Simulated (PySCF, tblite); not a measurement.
# C5H11O radical: geometry, infrared bands and EPR parameters

What infrared bands and EPR parameters should C5H11O radical (`CCO[C](C)C`) show?

Computed with tblite 0.8.0 and PySCF 2.14.0, with density-fitted response routines of our own, on a single molecule in the gas phase. Atoms are numbered from 0 throughout.

### 1 Starting geometry

17 atoms, charge 0, multiplicity 2; geometry from: force field or distance geometry start.

Bonds of the start (Å): C0–C1 1.51, C1–O2 1.37, O2–C3 1.41, C3–C4 1.52, C3–C5 1.53, C0–H6 1.13, C0–H7 1.12, C0–H8 1.10, C1–H9 1.14, C1–H10 1.11, C4–H11 1.13, C4–H12 1.09, C4–H13 1.10, C5–H14 1.13, C5–H15 1.09, C5–H16 1.11.

### 2 Optimising the geometry with GFN2-xTB

The job: settings as JSON, then the geometry in Å.

```
{"job": {"kind": "relax", "xc": "GFN2-xTB", "basis": "xTB"}, "charge": 0, "multiplicity": 2}
C      2.268500    -0.038600    -0.243400
C      1.322100    -0.557700     0.818900
O      0.137100     0.121900     0.893700
C     -0.609400     0.087100    -0.296900
C     -1.712400    -0.957900    -0.280900
C     -1.343200     1.423700    -0.327200
H      2.187500    -0.730800    -1.128200
H      3.295300    -0.071500     0.194100
H      2.054900     0.996700    -0.543000
H      1.835800    -0.366800     1.818500
H      1.226600    -1.659100     0.733800
H     -2.467000    -0.664600    -1.063900
H     -1.349000    -1.975900    -0.434100
H     -2.233000    -0.841800     0.678300
H     -1.338900     1.866700     0.709800
H     -0.867200     2.138800    -0.995400
H     -2.414400     1.241700    -0.544100
```

Command:

```bash
> OMP_NUM_THREADS=1 python probes_run.py task.json out
```

The driver reads the jobs from task.json and runs them one after another.

Standard output:

```text
step      E/eV     max force
  0    -551.64637    2.984
  1    -551.92432    1.702
  2    -552.03978    0.632
  3    -552.09656    0.644
  4    -552.16646    0.735
  5    -552.23084    0.713
  6    -552.27803    0.502
  7    -552.30669    0.443
  8    -552.33207    0.341
  9    -552.35485    0.483
 10    -552.37765    0.513
 11    -552.39521    0.386
 12    -552.40784    0.226
 13    -552.41896    0.306
 14    -552.43073    0.331
 15    -552.44169    0.284
 16    -552.45077    0.226
 17    -552.45907    0.227
 18    -552.46632    0.216
 19    -552.47225    0.183
 20    -552.47754    0.177
 21    -552.48220    0.139
 22    -552.48666    0.181
 23    -552.49124    0.179
 24    -552.49536    0.172
 25    -552.49914    0.169
 26    -552.50303    0.159
 27    -552.50701    0.187
 28    -552.51127    0.193
 29    -552.51529    0.130
 30    -552.51783    0.111
 31    -552.51925    0.108
 32    -552.52058    0.099
 33    -552.52207    0.103
 34    -552.52366    0.107
 35    -552.52541    0.120
 36    -552.52741    0.143
 37    -552.52977    0.150
 38    -552.53267    0.147
 39    -552.53616    0.141
 40    -552.54032    0.158
 41    -552.54527    0.189
 42    -552.54939    0.196
 43    -552.55292    0.227
 44    -552.55833    0.185
 45    -552.56494    0.161
 46    -552.56968    0.211
 47    -552.57590    0.168
 48    -552.58155    0.261
 49    -552.58652    0.130
 50    -552.58891    0.110
 51    -552.59078    0.090
 52    -552.59195    0.088
 53    -552.59282    0.070
 54    -552.59355    0.065
 55    -552.59414    0.059
 56    -552.59470    0.068
 57    -552.59517    0.037
 58    -552.59547    0.042
 59    -552.59566    0.035
 60    -552.59581    0.036
 61    -552.59601    0.031
 62    -552.59615    0.021
 63    -552.59627    0.025
 64    -552.59637    0.030
 65    -552.59650    0.030
 66    -552.59664    0.029
 67    -552.59677    0.028
 68    -552.59689    0.036
 69    -552.59704    0.040
 70    -552.59730    0.047
 71    -552.59775    0.066
 72    -552.59842    0.072
 73    -552.59916    0.063
 74    -552.59988    0.071
 75    -552.60061    0.066
 76    -552.60159    0.091
 77    -552.60287    0.094
 78    -552.60449    0.092
 79    -552.60611    0.084
 80    -552.60796    0.122
 81    -552.60962    0.148
 82    -552.61094    0.110
 83    -552.61212    0.096
 84    -552.61297    0.074
 85    -552.61350    0.065
 86    -552.61399    0.056
 87    -552.61459    0.038
 88    -552.61491    0.037
 89    -552.61518    0.045
 90    -552.61539    0.041
 91    -552.61561    0.039
 92    -552.61584    0.030
 93    -552.61602    0.026
 94    -552.61619    0.035
 95    -552.61640    0.032
 96    -552.61657    0.026
 97    -552.61667    0.019
 98    -552.61674    0.016
 99    -552.61681    0.014
100    -552.61686    0.014
101    -552.61690    0.015
102    -552.61694    0.017
103    -552.61700    0.025
104    -552.61714    0.037
105    -552.61742    0.047
106    -552.61786    0.049
107    -552.61839    0.063
108    -552.61896    0.067
109    -552.61965    0.074
110    -552.62076    0.105
111    -552.62236    0.137
112    -552.62295    0.134
113    -552.62538    0.173
114    -552.62639    0.088
115    -552.62770    0.070
116    -552.62841    0.125
117    -552.62912    0.072
118    -552.63017    0.062
119    -552.63099    0.068
120    -552.63184    0.084
121    -552.63302    0.099
122    -552.63395    0.108
123    -552.63539    0.044
124    -552.63589    0.063
125    -552.63623    0.053
126    -552.63683    0.051
127    -552.63717    0.047
128    -552.63740    0.058
129    -552.63763    0.040
130    -552.63786    0.033
131    -552.63813    0.032
132    -552.63839    0.034
133    -552.63875    0.042
134    -552.63908    0.056
135    -552.63939    0.079
136    -552.63952    0.098
137    -552.64010    0.066
138    -552.64056    0.061
139    -552.64158    0.053
140    -552.64220    0.070
141    -552.64277    0.063
142    -552.64326    0.057
143    -552.64376    0.054
144    -552.64418    0.044
145    -552.64466    0.034
146    -552.64498    0.029
147    -552.64522    0.023
148    -552.64534    0.053
149    -552.64542    0.031
150    -552.64548    0.025
151    -552.64558    0.020
152    -552.64567    0.021
153    -552.64580    0.027
154    -552.64593    0.032
155    -552.64609    0.026
156    -552.64625    0.024
157    -552.64639    0.026
158    -552.64647    0.018
159    -552.64652    0.014
160    -552.64655    0.013
161    -552.64657    0.009
```

Wall time 2.1 s (1 thread of Intel Xeon at 2.50GHz, shared host).

Relaxation path: (not every step is listed)

| step | energy from step 0 (eV) | largest force (eV/Å) |
| --- | --- | --- |
| 0 | 0.0000 | 2.9841 |
| 1 | -0.2779 | 1.7018 |
| 2 | -0.3934 | 0.6318 |
| 3 | -0.4502 | 0.6439 |
| 4 | -0.5201 | 0.7349 |
| 5 | -0.5845 | 0.7134 |
| 6 | -0.6317 | 0.5016 |
| 7 | -0.6603 | 0.4430 |
| 8 | -0.6857 | 0.3406 |
| 22 | -0.8403 | 0.1815 |
| 36 | -0.8810 | 0.1433 |
| 50 | -0.9425 | 0.1100 |
| 64 | -0.9500 | 0.0300 |
| 78 | -0.9581 | 0.0925 |
| 92 | -0.9695 | 0.0303 |
| 106 | -0.9715 | 0.0489 |
| 120 | -0.9855 | 0.0842 |
| 134 | -0.9927 | 0.0559 |
| 148 | -0.9990 | 0.0533 |
| 156 | -0.9999 | 0.0236 |
| 157 | -1.0000 | 0.0265 |
| 158 | -1.0001 | 0.0182 |
| 159 | -1.0001 | 0.0137 |
| 160 | -1.0002 | 0.0133 |
| 161 | -1.0002 | 0.0093 |

Close pairs (by a distance rule), those that changed most:

| bond | before (Å) | after (Å) | change (Å) |
| --- | --- | --- | --- |
| C1–H9 | 1.140 | 1.094 | -0.046 |
| C5–H14 | 1.128 | 1.087 | -0.041 |
| C4–H11 | 1.126 | 1.086 | -0.040 |
| C0–H6 | 1.126 | 1.087 | -0.039 |
| C1–O2 | 1.368 | 1.407 | +0.039 |
| C3–C5 | 1.525 | 1.489 | -0.036 |
| C0–H7 | 1.117 | 1.087 | -0.030 |
| C3–C4 | 1.520 | 1.493 | -0.027 |

The final coordinates are the input of the step that follows.

### 3 Harmonic vibrations with GFN2-xTB

The job: settings as JSON, then the geometry in Å.

```
{"job": {"kind": "ir", "xc": "GFN2-xTB", "basis": "xTB"}, "charge": 0, "multiplicity": 2}
C      2.211342    -0.352839    -0.164617
C      1.207616    -0.453493     0.983282
O      0.200670     0.525741     0.902710
C     -0.755775     0.403420    -0.088696
C     -1.275813    -0.933181    -0.503523
C     -1.626693     1.605860    -0.205071
H      1.711522    -0.510178    -1.117287
H      2.990387    -1.100282    -0.041880
H      2.663967     0.635383    -0.174421
H      1.710705    -0.259695     1.935216
H      0.773002    -1.460503     1.018181
H     -2.100429    -0.787136    -1.195559
H     -0.517435    -1.540246    -1.002326
H     -1.647520    -1.513839     0.350960
H     -1.095921     2.474503     0.174787
H     -1.898897     1.780122    -1.246673
H     -2.557725     1.498391     0.365007
```

Standard output:

```text
mode    cm-1     km/mol
  1      59.2      2.85
  2     107.3      0.79
  3     123.9      0.32
  4     132.9      0.57
  5     174.1      0.40
  6     261.6      4.48
  7     287.7      1.43
  8     341.6      1.01
  9     400.7      3.47
 10     514.4      2.34
 11     788.7     10.40
 12     845.7      0.51
 13     925.7      2.74
 14     971.3      0.36
 15     984.7      3.32
 16     995.9      2.37
 17    1051.7      9.81
 18    1068.2     16.26
 19    1113.3     44.69
 20    1154.3      6.13
 21    1252.4     21.47
 22    1283.9     73.05
 23    1298.3    120.40
 24    1338.3     37.57
 25    1387.6      2.50
 26    1394.9      7.05
 27    1401.6      6.40
 28    1466.0      1.09
 29    1466.8      5.82
 30    1474.9      2.40
 31    1479.2      2.71
 32    1481.6      0.09
 33    1497.0      1.29
 34    1498.6      2.37
 35    2869.1     29.83
 36    2880.7     64.83
 37    2902.6     50.73
 38    2960.5     31.22
 39    2965.2     41.09
 40    2983.3     33.30
 41    3042.3     27.10
 42    3044.5     31.41
 43    3049.2     17.98
 44    3050.7     19.89
 45    3053.6     33.91
```

Wall time 1.1 s (1 thread of Intel Xeon at 2.50GHz, shared host).

The strongest bands and the atoms that carry them (share of the mass-weighted mode):

| cm⁻¹ | km/mol | atoms |
| --- | --- | --- |
| 1113 | 44.7 | C1 29 %, O2 23 %, H7 10 % |
| 1284 | 73.0 | C3 63 % |
| 1298 | 120.4 | H10 35 %, C3 33 %, O2 12 % |
| 1338 | 37.6 | H9 37 %, H10 19 %, C3 15 %, C1 11 % |
| 2881 | 64.8 | H16 85 % |
| 2903 | 50.7 | H10 91 % |
| 2965 | 41.1 | H12 90 % |
| 3054 | 33.9 | H14 57 %, H11 35 % |

### 4 EPR parameters: B3LYP/pcH-1

The job, as its differences from that of step 3:

```diff
@@ -1,2 +1,2 @@
-{"job": {"kind": "ir", "xc": "GFN2-xTB", "basis": "xTB"}, "charge": 0, "multiplicity": 2}
+{"job": {"kind": "epr", "basis": "pcH-1"}, "charge": 0, "multiplicity": 2}
 C      2.211342    -0.352839    -0.164617
```

With the program's defaults for keys left out, this is: UKS B3LYP, pcH-1 on C H O, non-relativistic, mean-field spin-orbit, GIAO.

Standard output:

```text
UKS, coarse grid
  cycle   1  E = -272.25631445  |g| = 4.65e-01
  cycle   2  E = -272.16939469  |g| = 6.77e-01
  cycle   3  E = -272.34205756  |g| = 1.13e-01
  cycle   4  E = -272.34657039  |g| = 3.18e-02
  cycle   5  E = -272.34704071  |g| = 4.68e-03
  cycle   6  E = -272.34705180  |g| = 1.92e-03
  cycle   7  E = -272.34705399  |g| = 9.93e-04
UKS, final grid
  cycle   1  E = -272.34703534  |g| = 1.19e-03
  cycle   2  E = -272.34703488  |g| = 1.60e-03
  cycle   3  E = -272.34703599  |g| = 1.58e-04
  cycle   4  E = -272.34703600  |g| = 6.07e-05
  cycle   5  E = -272.34703600  |g| = 2.28e-05
E = -272.34703600 Eh   <S^2> = 0.7536 (exact 0.7500)
g shifts (ppm)      1          2          3
  rmc          -183       -183       -183
  gc             -3         43         51
  oz_so         -40       1224       1858
  total        -226       1083       1727
hyperfine (MHz)  atom isotope    a_iso     a_fc   dipolar eigenvalues
    0   13C       3.02       3.02     -1.99     -0.30      2.29
    1   13C       2.90       2.90     -1.82     -0.99      2.80
    2   17O     -16.69     -16.69    -54.67     25.93     28.73
    3   13C     149.97     149.97    -78.23    -76.73    154.96
    4   13C     -13.50     -13.50     -2.60     -1.65      4.24
    5   13C     -22.58     -22.58     -1.92     -0.88      2.80
    6    1H      -0.21      -0.21     -4.34     -2.95      7.29
    7    1H      -2.25      -2.25     -1.73     -1.22      2.95
    8    1H      -0.78      -0.78     -2.01     -1.82      3.83
    9    1H      -0.49      -0.49     -3.11     -2.54      5.65
   10    1H       5.51       5.51     -3.41     -2.84      6.25
   11    1H       1.55       1.55     -5.57     -3.98      9.55
   12    1H      65.41      65.41     -5.44     -4.39      9.84
   13    1H     104.49     104.49     -4.41     -3.23      7.64
   14    1H       7.78       7.78     -4.93     -4.12      9.05
   15    1H      55.22      55.22     -5.28     -4.62      9.89
   16    1H     112.75     112.75     -4.31     -3.18      7.49
```

Wall time 2.1 min (1 thread of Intel Xeon at 2.50GHz, shared host); peak memory 0.97 GiB.

Principal g values 2.00209, 2.00340, 2.00405; g(iso) = 2.00318, against 2.00232 for a free electron.

Hyperfine couplings; where a row names several nuclei, a(iso) is their mean (it holds for fast rotation or exchange) and the dipolar term the largest among them:

| nuclei | isotope | a(iso) (MHz) | a(iso) (G, at g = 2.0023) | largest dipolar term (MHz) |
| --- | --- | --- | --- | --- |
| C3 | 13C | 150.0 | 53.5 | 155.0 |
| H11, H12, H13, H14, H15, H16 | 1H | 57.9 | 20.6 | 9.9 |
| C4, C5 | 13C | -18.0 | -6.4 | 4.2 |
| O2 | 17O | -16.7 | -6.0 | -54.7 |
| C0 | 13C | 3.0 | 1.1 | 2.3 |
| C1 | 13C | 2.9 | 1.0 | 2.8 |
| H9, H10 | 1H | 2.5 | 0.9 | 6.2 |
| H6, H7, H8 | 1H | -1.1 | -0.4 | 7.3 |

Mulliken spin populations:

C0 0.02; C1 0.00; O2 0.09; C3 0.86; C4 -0.07; C5 -0.07; H6 0.00; H7 0.00; H8 0.00; H9 0.00; H10 0.00; H11 0.00; H12 0.02; H13 0.06; H14 0.00; H15 0.02; H16 0.06

In first order the couplings over 0.8 MHz of 1H give 84 distinct lines over 126.8 G, if the averaged nuclei exchange fast.

Orbitals, density, ELF and potential are computed afterwards from the orbital file.

ELF in a plane through or near 6 of the atoms.

Ten even steps from '0' (0.00) to '9' (1.00):
```
0000000000000000000000000000
0000000000000000000000000000
0000000000000000000000000000
0000000000000000022000000000
0000001254100000266300000000
0000017999800000266310000000
0000018999910000145554100000
0000015999810011137998400000
0001466654520168647999500000
0004999811750189734887300000
0005999967860167510122000000
0004999856730024421000000000
0000364211002886599950000000
0000000000008998699994000000
0000000000019998599994000000
0000000000017984136620000000
0000000000001320000000000000
0000000000000000000000000000
0000000000000000000000000000
0000000000000000000000000000
```
The map spans 11.5 Å across and 9.2 Å up, centred on the molecule. Atoms in the plane (x, y in Å): C0 (-2.1, 0.3), H7 (-3.1, -0.1), H8 (-2.2, 1.4), H11 (1.9, -1.6), H12 (0.1, -1.8), H15 (2.6, 0.8).

log10 of the density (e/Å³) in the same plane.

Values, 10 rows by 14 columns:
```
-4.0 -4.0 -4.0 -4.0 -4.0 -4.0 -4.0 -4.0 -4.0 -4.0 -4.0 -4.0 -4.0 -4.0
-4.0 -4.0 -4.0 -3.9 -3.7 -3.8 -4.0 -4.0 -3.2 -2.9 -3.3 -4.0 -4.0 -4.0
-4.0 -4.0 -3.5 -2.5 -2.1 -2.4 -3.2 -3.0 -2.0 -1.6 -2.1 -2.8 -4.0 -4.0
-4.0 -3.8 -2.5 -1.2 -0.2 -0.9 -1.9 -1.9 -1.2 -0.5 -0.9 -1.8 -3.1 -4.0
-4.0 -3.0 -1.6 -0.5  0.2 -0.2 -1.3 -0.8 -0.5 -0.1 -0.1 -1.3 -2.8 -4.0
-4.0 -2.9 -1.3  0.0  0.0 -0.1 -1.2 -0.7 -0.4 -1.0 -1.3 -2.0 -3.2 -4.0
-4.0 -3.5 -2.3 -1.6 -1.5 -1.5 -1.2 -0.3 -0.2 -0.3 -1.5 -2.7 -4.0 -4.0
-4.0 -4.0 -3.6 -3.0 -2.8 -2.5 -1.2 -0.2 -0.5 -0.5 -1.7 -3.0 -4.0 -4.0
-4.0 -4.0 -4.0 -4.0 -4.0 -3.4 -2.4 -2.0 -2.1 -2.3 -2.9 -3.8 -4.0 -4.0
-4.0 -4.0 -4.0 -4.0 -4.0 -4.0 -4.0 -3.7 -3.7 -4.0 -4.0 -4.0 -4.0 -4.0
```
The map spans 11.5 Å across and 9.2 Å up, centred on the molecule. Atoms in the plane (x, y in Å): C0 (-2.1, 0.3), H7 (-3.1, -0.1), H8 (-2.2, 1.4), H11 (1.9, -1.6), H12 (0.1, -1.8), H15 (2.6, 0.8).

On the surface of density 0.002 e/bohr³ the electrostatic potential runs, from the 1st to the 99th percentile, from -1.33 V near O2 to 0.69 V near H7.

The spin density lies nearest to C3 62 %; O2 13 %.

### 5 What came out

| quantity | value |
| --- | --- |
| strongest single infrared mode (GFN2-xTB) | 1298 cm⁻¹, 120 km/mol |
| zero-point energy (GFN2-xTB) | 92.7 kcal/mol |
| g(iso) (B3LYP) | 2.00318 |
| ⟨S²⟩ | 0.754 (exact 0.75) |
| largest a(iso) (averaged by class) | 13C on C3, 150.0 MHz |
| surface potential, 1st and 99th percentile | -1.33 V and 0.69 V |

In words: Over 161 steps the energy fell by 1.000 eV; of the close pairs, C1–H9 changed most, 1.140 to 1.094 Å. No mode is imaginary among the 45: a minimum at this level. The strongest single mode, at 1298 cm⁻¹, is carried by H10, C3, O2. GFN2-xTB is a fitted tight-binding method: band positions and strengths are rough. Its intensities can rank the bands wrongly. C3 carries the largest spin population, 0.86 e. The isotropic g lies 0.9 ppt above the free-electron value.
